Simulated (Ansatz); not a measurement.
We consider naphthalene C10H8, described by PBEsol (PAW; Ansatz, an electronic-structure program).

Settings: plane-wave cutoff 500 eV, 6×8×6 k mesh (along the axes of the cell as run), Fermi–Dirac smearing 0.05 eV, scalar-relativistic PAW data made under PBE.

Cell (relaxed at this level):

```xyz
36
Lattice="8.5138 0.0000 0.0263 0.0000 6.1004 0.0000 -5.1460 0.0000 7.2793" Properties=species:S:1:pos:R:3 pbc="T T T"
C     -0.9401     0.1164     2.3427
C      4.3080     5.9840     4.9629
C      0.0511     3.1666     4.9498
C      3.3168     2.9338     2.3558
C     -0.1376     0.9538     1.6015
C      3.5054     5.1466     5.7041
C     -0.7515     4.0040     5.6910
C      4.1193     2.0964     1.6146
C      0.2354     0.6158     0.2785
C      3.1324     5.4846     7.0271
C     -1.1245     3.6660     7.0139
C      4.4923     2.4344     0.2916
C     -4.0866     1.4567     6.7713
C      7.4544     4.6437     0.5343
C      3.1975     4.5069     0.5211
C      0.1703     1.5935     6.7844
C     -3.7402     1.0984     5.4875
C      7.1080     5.0020     1.8181
C      2.8511     4.1486     1.8049
C      0.5167     1.9518     5.5006
H     -1.2191     0.3971     3.3634
H      4.5869     5.7033     3.9421
H      0.3300     3.4473     3.9290
H      3.0378     2.6531     3.3766
H      0.2226     1.8996     2.0191
H      3.1452     4.2008     5.2864
H     -1.1117     4.9498     5.2733
H      4.4795     1.1506     2.0323
H     -3.7244     2.3960     7.2036
H      7.0922     3.7044     0.1020
H      2.8353     5.4462     0.0889
H      0.5325     0.6542     7.2167
H     -3.0963     1.7568     4.8958
H      6.4642     4.3436     2.4098
H      2.2073     4.8070     2.3967
H      1.1606     1.2934     4.9089
```

Predict the band gap.


- band gap = 3.13 eV (on the SCF k mesh)

Measured, for comparison: band gap 5.29 eV (temperature not stated, no zero-point or thermal correction, photoemission, molecular crystal; as tabulated in Skone et al. (2016), arXiv:1605.02812). Computed (rounded) less measured: band gap -2.16 eV.

Note: the cell comes from a level without a dispersion term, which matters for the spacing of layers, chains or molecules; the volume lies 11 % above that of the published cell.

Static lattice: no zero-point or thermal effects.

It cost about 80 core-minutes (a rough figure) of CPU time.
